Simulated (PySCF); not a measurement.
Oxazole, C₃H₃NO, SMILES c1cocn1, point group Cs.

Level: B3LYP/pcSseg-1 in PySCF (density fitting, grid level 2); geometry and Hessian at that level, cubic constants and property derivatives from steps of ±0.6 along each species' dimensionless normal coordinates, second-order vibrational perturbation theory. The parent has the commonest isotopes.

Equilibrium geometry (Å):

| atom | x | y | z |
| --- | --- | --- | --- |
| C1 | -0.7369 | 0.7154 | -0.0036 |
| C2 | -0.7895 | -0.6367 | -0.0133 |
| O3 | 0.4974 | -1.1043 | -0.0227 |
| C4 | 1.2616 | 0.0166 | -0.0181 |
| N5 | 0.5928 | 1.1197 | -0.0069 |
| H6 | -1.5488 | 1.4296 | 0.0054 |
| H7 | -1.5741 | -1.3774 | -0.0150 |
| H8 | 2.3336 | -0.1252 | -0.0242 |

Species: ¹³C at 1, ²H at 7. Output of the displacement run:

```
mode    cm-1    km/mol   phi_rrr   E(+)/cm-1  E(-)/cm-1
  1    535.90    15.23      -0.0      97.86      97.86
  2    664.68    32.35      -0.1     119.76     119.76
  3    673.45     3.43       0.0     121.56     121.53
  4    815.32    12.80     -32.4     146.19     148.67
  5    837.08    18.03       0.0     154.34     154.36
  6    866.50     9.59       0.2     159.74     159.76
  7    900.23    18.71      10.5     162.39     161.67
  8    970.40     0.63      18.8     175.30     174.09
  9   1064.60    30.75    -159.2     186.24     197.74
 10   1103.18     6.37     292.9     209.41     188.45
 11   1130.82    43.10     272.6     213.74     194.18
 12   1243.67     1.00      -5.2     223.94     224.90
 13   1332.71     0.92      -9.7     239.67     240.46
 14   1472.38    16.98    -295.5     254.81     275.96
 15   1558.83    28.05    -330.3     269.24     293.00
 16   2441.50     0.77   -1181.7     399.85     484.73
 17   3241.33     2.01   -1934.0     519.49     658.26
 18   3266.70     1.33    1941.5     663.04     523.70
```

For the shielding of N5 (σe = -41.82 ppm):

| mode | ω (cm⁻¹) | Σr φrrs (cm⁻¹) | ∂σ/∂q | ∂²σ/∂q² |
| --- | --- | --- | --- | --- |
| 1 | 536 | 0 | 0.000 | -0.822 |
| 2 | 665 | 0 | 0.000 | -2.665 |
| 3 | 673 | 0 | 0.000 | -0.493 |
| 4 | 815 | -125 | 1.719 | -0.193 |
| 5 | 837 | 0 | 0.001 | -9.553 |
| 6 | 866 | 0 | 0.000 | -2.911 |
| 7 | 900 | -7 | 2.352 | -0.902 |
| 8 | 970 | 79 | -2.744 | -1.493 |
| 9 | 1065 | -480 | 2.445 | -0.469 |
| 10 | 1103 | 852 | 12.402 | -0.750 |
| 11 | 1131 | 197 | 3.693 | 1.335 |
| 12 | 1244 | -137 | -4.336 | -0.195 |
| 13 | 1333 | -355 | 2.640 | -0.577 |
| 14 | 1472 | -491 | -10.189 | 0.098 |
| 15 | 1559 | -203 | -26.496 | -1.586 |
| 16 | 2442 | -39 | -0.266 | -0.087 |
| 17 | 3241 | -349 | 0.714 | -0.291 |
| 18 | 3267 | 367 | -5.446 | -0.374 |

Problem. Work out the zero-point average of this shielding.

Solution. With ⟨qs⟩ = −Σr φrrs/(4ωs) and ⟨qs²⟩ = 1/2: the mean displacements are 0.000, 0.000, 0.000, 0.038, 0.000, 0.000, 0.002, -0.020, 0.113, -0.193, -0.044, 0.028, 0.067, 0.083, 0.033, 0.004, 0.027, -0.028. The anharmonic term Σ (∂σ/∂q)⟨q⟩ is -3.64 ppm, the harmonic term ¼ Σ ∂²σ/∂q² is -5.48 ppm, so ⟨σ⟩ = -50.93 ppm.
